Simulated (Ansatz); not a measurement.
Ansatz (a quantum-chemistry and plane-wave program) input (B3LYP-D3(BJ)/def2-TZVP):

Ansatz 0.2 input:
```yaml
crystal:
  periodic: [false, false, false]
  atoms:
    - {symbol: C, position_ang: [1.12919533, -0.39406295, -0.00164990]}
    - {symbol: C, position_ang: [-0.14143027, 0.51242111, -0.00266185]}
    - {symbol: O, position_ang: [-1.28208088, -0.15550863, 0.00560815]}
    - {symbol: H, position_ang: [0.02137937, 1.21875287, 0.88106336]}
    - {symbol: H, position_ang: [0.01494044, 1.20774330, -0.89622607]}
    - {symbol: H, position_ang: [2.06517780, 0.18990598, -0.00865831]}
    - {symbol: H, position_ang: [1.11748454, -1.03576096, 0.88706791]}
    - {symbol: H, position_ang: [1.11107452, -1.04672109, -0.88224163]}
basis:
  gaussian:
    orbitals: def2-TZVP
hamiltonian:
  xc: b3lyp
  dispersion: d3bj
total_charge: -1
phonons: {temperatures: {t_min: 298.15, t_max: 298.15, t_step: 100}}
```

Output:

```
Functional definition: B3LYP
integrals: 0.03 GiB planned
731 factors; their error is unknown
mean field: 0.37 GiB planned
mean field evaluation 1: about -4200.9924 eV, gradient 3.6e1 eV
mean field evaluation 2: about -4194.1966 eV, gradient 6.7e1 eV
mean field evaluation 4: about -4203.8806 eV, gradient 3.1e0 eV
mean field evaluation 8: about -4203.8925 eV, gradient 4.2e-1 eV
mean field evaluation 16: about -4203.8928 eV, gradient 3.2e-5 eV
mean field -4203.89278409 eV, -154.4902103143 hartree, gradient 3.2e-5 eV, S^2 0.000000; 0 other end points of the search recorded, 0 dependent functions left out
the calculation of the forces begins
reference -4203.89299968 eV, -154.4902182371 hartree; 13, 13 occupied and 110, 110 virtual orbitals, 731 factors
these checks for a lower state are left out or cut short: stability, starts, cluster_reference, orbital_swaps, neighbouring_geometries, increment
integrals: 0.03 GiB planned
731 factors; their error is unknown
mean field: 0.37 GiB planned
mean field -4203.89262687 eV, -154.4902045367 hartree, gradient 1.8e-6 eV, S^2 0.000000; 0 other end points of the search recorded, 0 dependent functions left out
the calculation of the forces begins
reference -4203.89284233 eV, -154.4902124547 hartree; 13, 13 occupied and 110, 110 virtual orbitals, 731 factors
these checks for a lower state are left out or cut short: stability, starts, cluster_reference, orbital_swaps, neighbouring_geometries, increment
integrals: 0.03 GiB planned
731 factors; their error is unknown
mean field: 0.37 GiB planned
mean field evaluation 32: about -4203.8926 eV, gradient 1.8e-6 eV
mean field -4203.89264622 eV, -154.4902052478 hartree, gradient 1.8e-6 eV, S^2 0.000000; 0 other end points of the search recorded, 0 dependent functions left out
the calculation of the forces begins
reference -4203.89286194 eV, -154.4902131754 hartree; 13, 13 occupied and 110, 110 virtual orbitals, 731 factors
these checks for a lower state are left out or cut short: stability, starts, cluster_reference, orbital_swaps, neighbouring_geometries, increment
integrals: 0.03 GiB planned
731 factors; their error is unknown
mean field: 0.37 GiB planned
mean field -4203.89264369 eV, -154.4902051548 hartree, gradient 1.8e-6 eV, S^2 0.000000; 0 other end points of the search recorded, 0 dependent functions left out
the calculation of the forces begins
reference -4203.89285925 eV, -154.4902130765 hartree; 13, 13 occupied and 110, 110 virtual orbitals, 731 factors
these checks for a lower state are left out or cut short: stability, starts, cluster_reference, orbital_swaps, neighbouring_geometries, increment
integrals: 0.03 GiB planned
731 factors; their error is unknown
mean field: 0.37 GiB planned
mean field -4203.89263225 eV, -154.4902047344 hartree, gradient 1.8e-6 eV, S^2 0.000000; 0 other end points of the search recorded, 0 dependent functions left out
the calculation of the forces begins
reference -4203.89284788 eV, -154.4902126585 hartree; 13, 13 occupied and 110, 110 virtual orbitals, 731 factors
these checks for a lower state are left out or cut short: stability, starts, cluster_reference, orbital_swaps, neighbouring_geometries, increment
integrals: 0.03 GiB planned
731 factors; their error is unknown
mean field: 0.37 GiB planned
mean field -4203.89265917 eV, -154.4902057237 hartree, gradient 1.8e-6 eV, S^2 0.000000; 0 other end points of the search recorded, 0 dependent functions left out
the calculation of the forces begins
reference -4203.89287469 eV, -154.4902136440 hartree; 13, 13 occupied and 110, 110 virtual orbitals, 731 factors
these checks for a lower state are left out or cut short: stability, starts, cluster_reference, orbital_swaps, neighbouring_geometries, increment
integrals: 0.03 GiB planned
[...]
reference -4203.89298851 eV, -154.4902178268 hartree; 13, 13 occupied and 110, 110 virtual orbitals, 731 factors
these checks for a lower state are left out or cut short: stability, starts, cluster_reference, orbital_swaps, neighbouring_geometries, increment
integrals: 0.03 GiB planned
731 factors; their error is unknown
mean field: 0.37 GiB planned
mean field evaluation 128: about -4203.8928 eV, gradient 1.8e-6 eV
mean field -4203.89276189 eV, -154.4902094986 hartree, gradient 1.8e-6 eV, S^2 0.000000; 0 other end points of the search recorded, 0 dependent functions left out
the calculation of the forces begins
reference -4203.89297756 eV, -154.4902174241 hartree; 13, 13 occupied and 110, 110 virtual orbitals, 731 factors
these checks for a lower state are left out or cut short: stability, starts, cluster_reference, orbital_swaps, neighbouring_geometries, increment
integrals: 0.03 GiB planned
731 factors; their error is unknown
mean field: 0.37 GiB planned
mean field -4203.89273940 eV, -154.4902086721 hartree, gradient 1.8e-6 eV, S^2 0.000000; 0 other end points of the search recorded, 0 dependent functions left out
the calculation of the forces begins
reference -4203.89295492 eV, -154.4902165921 hartree; 13, 13 occupied and 110, 110 virtual orbitals, 731 factors
these checks for a lower state are left out or cut short: stability, starts, cluster_reference, orbital_swaps, neighbouring_geometries, increment
integrals: 0.03 GiB planned
731 factors; their error is unknown
mean field: 0.37 GiB planned
mean field -4203.89274250 eV, -154.4902087859 hartree, gradient 1.8e-6 eV, S^2 0.000000; 0 other end points of the search recorded, 0 dependent functions left out
the calculation of the forces begins
reference -4203.89295813 eV, -154.4902167103 hartree; 13, 13 occupied and 110, 110 virtual orbitals, 731 factors
these checks for a lower state are left out or cut short: stability, starts, cluster_reference, orbital_swaps, neighbouring_geometries, increment
integrals: 0.03 GiB planned
731 factors; their error is unknown
mean field: 0.37 GiB planned
mean field -4203.89273186 eV, -154.4902083951 hartree, gradient 1.8e-6 eV, S^2 0.000000; 0 other end points of the search recorded, 0 dependent functions left out
the calculation of the forces begins
reference -4203.89294741 eV, -154.4902163164 hartree; 13, 13 occupied and 110, 110 virtual orbitals, 731 factors
these checks for a lower state are left out or cut short: stability, starts, cluster_reference, orbital_swaps, neighbouring_geometries, increment
integrals: 0.03 GiB planned
731 factors; their error is unknown
mean field: 0.37 GiB planned
mean field -4203.89274618 eV, -154.4902089212 hartree, gradient 1.8e-6 eV, S^2 0.000000; 0 other end points of the search recorded, 0 dependent functions left out
the calculation of the forces begins
reference -4203.89296178 eV, -154.4902168443 hartree; 13, 13 occupied and 110, 110 virtual orbitals, 731 factors
these checks for a lower state are left out or cut short: stability, starts, cluster_reference, orbital_swaps, neighbouring_geometries, increment
integrals: 0.03 GiB planned
731 factors; their error is unknown
mean field: 0.37 GiB planned
mean field evaluation 160: about -4203.8925 eV, gradient 4.2e-1 eV
mean field -4203.89274824 eV, -154.4902089969 hartree, gradient 1.8e-6 eV, S^2 0.000000; 0 other end points of the search recorded, 0 dependent functions left out
the calculation of the forces begins
reference -4203.89296382 eV, -154.4902169195 hartree; 13, 13 occupied and 110, 110 virtual orbitals, 731 factors
these checks for a lower state are left out or cut short: stability, starts, cluster_reference, orbital_swaps, neighbouring_geometries, increment
integrals: 0.03 GiB planned
731 factors; their error is unknown
mean field: 0.37 GiB planned
mean field -4203.89275788 eV, -154.4902093511 hartree, gradient 1.8e-6 eV, S^2 0.000000; 0 other end points of the search recorded, 0 dependent functions left out
the calculation of the forces begins
reference -4203.89297346 eV, -154.4902172738 hartree; 13, 13 occupied and 110, 110 virtual orbitals, 731 factors
these checks for a lower state are left out or cut short: stability, starts, cluster_reference, orbital_swaps, neighbouring_geometries, increment
integrals: 0.03 GiB planned
731 factors; their error is unknown
mean field: 0.37 GiB planned
mean field -4203.89272743 eV, -154.4902082323 hartree, gradient 1.8e-6 eV, S^2 0.000000; 0 other end points of the search recorded, 0 dependent functions left out
the calculation of the forces begins
reference -4203.89294303 eV, -154.4902161554 hartree; 13, 13 occupied and 110, 110 virtual orbitals, 731 factors
these checks for a lower state are left out or cut short: stability, starts, cluster_reference, orbital_swaps, neighbouring_geometries, increment
integrals: 0.03 GiB planned
731 factors; their error is unknown
mean field: 0.37 GiB planned
mean field -4203.89278297 eV, -154.4902102733 hartree, gradient 1.8e-6 eV, S^2 0.000000; 0 other end points of the search recorded, 0 dependent functions left out
the calculation of the forces begins
reference -4203.89299858 eV, -154.4902181969 hartree; 13, 13 occupied and 110, 110 virtual orbitals, 731 factors
these checks for a lower state are left out or cut short: stability, starts, cluster_reference, orbital_swaps, neighbouring_geometries, increment
integrals: 0.03 GiB planned
731 factors; their error is unknown
mean field: 0.37 GiB planned
mean field evaluation 192: about -4203.8928 eV, gradient 1.6e-6 eV
mean field -4203.89275860 eV, -154.4902093775 hartree, gradient 1.8e-6 eV, S^2 0.000000; 0 other end points of the search recorded, 0 dependent functions left out
the calculation of the forces begins
reference -4203.89297417 eV, -154.4902172996 hartree; 13, 13 occupied and 110, 110 virtual orbitals, 731 factors
these checks for a lower state are left out or cut short: stability, starts, cluster_reference, orbital_swaps, neighbouring_geometries, increment
integrals: 0.03 GiB planned
731 factors; their error is unknown
mean field: 0.37 GiB planned
mean field -4203.89273187 eV, -154.4902083955 hartree, gradient 1.8e-6 eV, S^2 0.000000; 0 other end points of the search recorded, 0 dependent functions left out
the calculation of the forces begins
reference -4203.89294748 eV, -154.4902163189 hartree; 13, 13 occupied and 110, 110 virtual orbitals, 731 factors
these checks for a lower state are left out or cut short: stability, starts, cluster_reference, orbital_swaps, neighbouring_geometries, increment
integrals: 0.03 GiB planned
731 factors; their error is unknown
mean field: 0.37 GiB planned
mean field -4203.89275242 eV, -154.4902091507 hartree, gradient 1.8e-6 eV, S^2 0.000000; 0 other end points of the search recorded, 0 dependent functions left out
the calculation of the forces begins
reference -4203.89296800 eV, -154.4902170729 hartree; 13, 13 occupied and 110, 110 virtual orbitals, 731 factors
these checks for a lower state are left out or cut short: stability, starts, cluster_reference, orbital_swaps, neighbouring_geometries, increment
integrals: 0.03 GiB planned
731 factors; their error is unknown
mean field: 0.37 GiB planned
mean field -4203.89271967 eV, -154.4902079469 hartree, gradient 1.8e-6 eV, S^2 0.000000; 0 other end points of the search recorded, 0 dependent functions left out
the calculation of the forces begins
reference -4203.89293528 eV, -154.4902158704 hartree; 13, 13 occupied and 110, 110 virtual orbitals, 731 factors
these checks for a lower state are left out or cut short: stability, starts, cluster_reference, orbital_swaps, neighbouring_geometries, increment
integrals: 0.03 GiB planned
731 factors; their error is unknown
mean field: 0.37 GiB planned
mean field -4203.89270803 eV, -154.4902075194 hartree, gradient 1.8e-6 eV, S^2 0.000000; 0 other end points of the search recorded, 0 dependent functions left out
the calculation of the forces begins
reference -4203.89292361 eV, -154.4902154416 hartree; 13, 13 occupied and 110, 110 virtual orbitals, 731 factors
Total energy: -4204.06195044 eV, -154.4964270631 hartree
Atom 0 at     1.129195    -0.394063    -0.001650 Å, force    -0.000950    -0.001764     0.000014 eV/Å
Atom 1 at    -0.141430     0.512421    -0.002662 Å, force     0.000195    -0.000604     0.000003 eV/Å
Atom 2 at    -1.282081    -0.155509     0.005608 Å, force    -0.001038    -0.000003     0.000004 eV/Å
Atom 3 at     0.021379     1.218753     0.881063 Å, force     0.000026     0.000204     0.000206 eV/Å
Atom 4 at     0.014940     1.207743    -0.896226 Å, force     0.000024     0.000201    -0.000209 eV/Å
Atom 5 at     2.065178     0.189906    -0.008658 Å, force     0.001581     0.000560    -0.000009 eV/Å
Atom 6 at     1.117485    -1.035761     0.887068 Å, force     0.000079     0.000699    -0.000558 eV/Å
Atom 7 at     1.111075    -1.046721    -0.882242 Å, force     0.000083     0.000706     0.000548 eV/Å
Dipole moment:     0.708696     0.005973    -0.002605 e Å
Vibrations: 290.77 426.71 773.42 801.93 1031.05 1171.31 1226.34 1257.85 1325.06 1390.01 1451.43 1458.96 1493.61 2397.74 2506.19 2923.57 3008.26 3033.90 cm⁻¹, zero-point energy 1.733802 eV
```

It need not be the lowest isomer of its formula. Whether it binds its extra electron was not tested at this geometry.
